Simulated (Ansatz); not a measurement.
# H3NOSi: rotation by 180° about the Si2–O3 bond

All numbers below are computed with Ansatz 0.2.0 (RKS PBE-D4/def2-SVP).

## Step 1: The system as given

Bond lengths: N1–Si2 1.634 Å, Si2–O3 1.627 Å, N1–H4 1.005 Å, N1–H5 1.052 Å, O3–H6 0.966 Å. Angles: N1–Si2–O3 99.4°, Si2–N1–H4 110.4°, Si2–N1–H5 111.4°, H4–N1–H5 99.5°, Si2–O3–H6 117.3°.

Structure file:

```xyz
6

N    -0.8213   -0.0076   -0.2625
Si    0.6374   -0.6158   -0.6793
O     1.4889   -0.1964    0.6419
H    -1.4774   -0.1264   -1.0139
H    -0.7999    1.0436   -0.2150
H     1.0145   -0.1612    1.4826
```

## Step 2: End point A

input.yaml

```yaml
crystal:
  periodic: [false, false, false]
  atoms:
    - { symbol: "N", position_ang: [-0.8213, -0.0076, -0.2625] }
    - { symbol: Si, position_ang: [0.6374, -0.6158, -0.6793] }
    - { symbol: O, position_ang: [1.4889, -0.1964, 0.6419] }
    - { symbol: H, position_ang: [-1.4774, -0.1264, -1.0139] }
    - { symbol: H, position_ang: [-0.7999, 1.0436, -0.215] }
    - { symbol: H, position_ang: [1.0145, -0.1612, 1.4826] }
basis:
  gaussian: { orbitals: def2-SVP }
hamiltonian:
  xc: pbe
  dispersion: d4
relax:
  f_tol: 0.015
  max_steps: 40
output:
  orbitals: {}
```

Run with:

```bash
> ansatz run input.yaml --threads 1 --pin off --max-ram 2048MiB --backend cpu --events-out ev --progress --plain --runs-dir out
```

**Question.** How long does this run take on 1 thread of Intel Xeon Platinum 8375C at 2.90GHz (Ice Lake), shared host, and how much memory does it need?

About 11 s, with a peak of 0.14 GiB.
